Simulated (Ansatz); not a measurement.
Mulliken charges of O₂S₂ (`O=S=S=O`) from PBE/def2-TZVPP in Ansatz (PBE0-D4/def2-TZVP geometry).

| atom | x (Å) | y (Å) | z (Å) | charge (e) |
| --- | --- | --- | --- | --- |
| O1 | 1.308 | 0.037 | 1.158 | -0.336 |
| S2 | 0.308 | -0.922 | 0.688 | 0.336 |
| S3 | -0.920 | -0.250 | -0.715 | 0.336 |
| O4 | -0.696 | 1.135 | -1.132 | -0.336 |

By hand: the dipole of these point charges (1 e Å = 4.8032 D).

Σ q r = (-0.411, -0.788, -0.018) e Å, of length 0.889 e Å = 4.27 D.

How does the dipole of the full density compare? (An estimate is asked.)

Ansatz gave: (-0.282, -0.540, -0.012) e Å, 2.93 D; the point charges give 1.46 times that, at 0° from its direction.

Point charges leave out the atoms' own dipoles, such as those of lone pairs, and Mulliken's split depends on the basis, so the two needn't agree.
